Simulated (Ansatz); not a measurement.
bcc W, treated with LDA (Ansatz, a quantum-chemistry and plane-wave program, plane waves, PAW).

A perfect cell of 2 atoms has -20259.6955 eV. A cell of 54 sites with one atom taken out, atoms relaxed at the host's volume, has -536878.5655 eV. Energies are extrapolated to zero smearing.

Defect cell: Run with plane-wave cutoff 500 eV, 4×4×4 k mesh, Fermi–Dirac smearing 0.1 eV, cell of 54 sites, scalar-relativistic PAW data made under PBE.

Perfect cell: Run with plane-wave cutoff 500 eV, 12×12×12 k mesh, Fermi–Dirac smearing 0.1 eV, scalar-relativistic PAW data made under PBE.

Task: Work out the vacancy formation energy, and the share of vacant sites at 2950 K if the formation entropy is left out.

Result: E_f = E(53) − 53 × E_bulk per atom = -536878.5655 − 53 × (-20259.6955/2) = 3.37 eV. With k_B T = 0.25421 eV, exp(−3.37/0.25421) = 2e-06. Before relaxation the value is 3.45 eV.

Measured, for comparison: vacancy formation energy 3.6 ± 0.2 eV (no zero-point or thermal correction, monovacancy, our sources range from 3.60 to 4.60; as tabulated in J. N. Mundy, S. T. Ockers, L. C. Smedskjaer, Vacancy migration enthalpy in …).

The cell is finite, so the vacancy feels its images.

Note: energies are extrapolated to zero smearing, and mesh and cell size move such values by some hundredths of an eV or more.
